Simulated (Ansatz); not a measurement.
Crystal: TlO₂, fluorite type, 3 atoms in the cell.

Theory: r²SCAN, plane waves, PAW datasets (earlier set, tuned by hand) in Ansatz.

Cutoff 1050 eV; k-mesh 11×11×11 Γ-centred; Fermi–Dirac smearing of 0.1 eV; no spin polarisation; no spin–orbit coupling.

(1) What equilibrium volume, lattice constant and bulk modulus does this give?

Answers

(1) V₀ = 12.984 Å³/atom (a₀ = 5.381 Å), B₀ = 143 GPa, B₀′ = 5.04. The points behind the fit:

```json
{"V (Å³/atom)": "12.490", "a (Å)": "5.3119", "E − E(min) (meV/atom)": "8.83", "P (GPa)": "6.12"}
{"V (Å³/atom)": "12.898", "a (Å)": "5.3690", "E − E(min) (meV/atom)": "0.00", "P (GPa)": "0.98"}
{"V (Å³/atom)": "13.305", "a (Å)": "5.4250", "E − E(min) (meV/atom)": "3.10", "P (GPa)": "-3.29"}
{"V (Å³/atom)": "13.712", "a (Å)": "5.4798", "E − E(min) (meV/atom)": "16.08", "P (GPa)": "-6.81"}
{"V (Å³/atom)": "14.119", "a (Å)": "5.5335", "E − E(min) (meV/atom)": "37.22", "P (GPa)": "-9.72"}
```

The stress includes the program's correction for the finite plane-wave basis.

This cubic structure is a model: it isn't the usual form of the substance at ambient conditions, and such phases are metastable or hypothetical. Spin polarisation is left out, and a magnetic state may lie lower. Spin–orbit coupling is left out, which matters for 6p elements such as Tl, Pb and Bi.
